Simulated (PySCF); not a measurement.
Molecule: SMILES FC(F)CS, C$_{2}$H$_{4}$F$_{2}$S.

Cartesian coordinates in Å; atom numbers follow the order of the lines, from 1:
```xyz
9

F    -0.928    1.203   -0.733
C    -0.918    0.082    0.030
F    -1.199    0.475    1.289
C     0.424   -0.625   -0.064
S     1.817    0.398    0.534
H    -1.747   -0.560   -0.315
H     0.605   -0.908   -1.101
H     0.412   -1.511    0.568
H     1.547    1.452   -0.232
```

Frames of a GFN2-xTB Langevin trajectory at 300 K; GIAO PBE0/pcSseg-1 shieldings in PySCF 2.14.0 with density-fitted response routines, gas phase, non-relativistic; equivalent atoms averaged within each frame.

Shifts are taken against calculated references (same method and geometry level): ¹⁹F (170.95 ppm) vs CFCl3; ¹³C (186.93 ppm) and ¹H (31.72 ppm) against TMS; ³³S (503.73 ppm) against CS2. The references are static minima.

Problem. How do the shifts (ppm) fluctuate along the trajectory?

Solution. 
```
         time (fs)   F1/F3     C2    C4    S5    H6    H9  H7/H8
optimised geometry  -143.2  118.1  36.1  -157  6.30  2.15   2.84
               250  -123.9  127.7  32.9  -113  6.26  3.63   2.60
               425  -131.0  122.0  42.7   -89  6.65  2.83   4.33
               625  -123.6  127.5  41.3  -162  6.80  2.03   3.98
               800  -123.7  126.5  30.3  -144  6.28  2.75   2.56
              1000  -131.1  121.5  32.8  -155  7.36  2.09   2.30
    mean of frames  -126.6  125.0  36.0  -133  6.67  2.67   3.15
standard deviation     4.0    3.0   5.6    31  0.45  0.65   0.93
```

5 frames give an uncertainty of the mean of about the standard deviation over 2.2 at best, since frames this close in time may not be independent; classical motion lacks zero-point vibration, and the reference would need the same averaging.
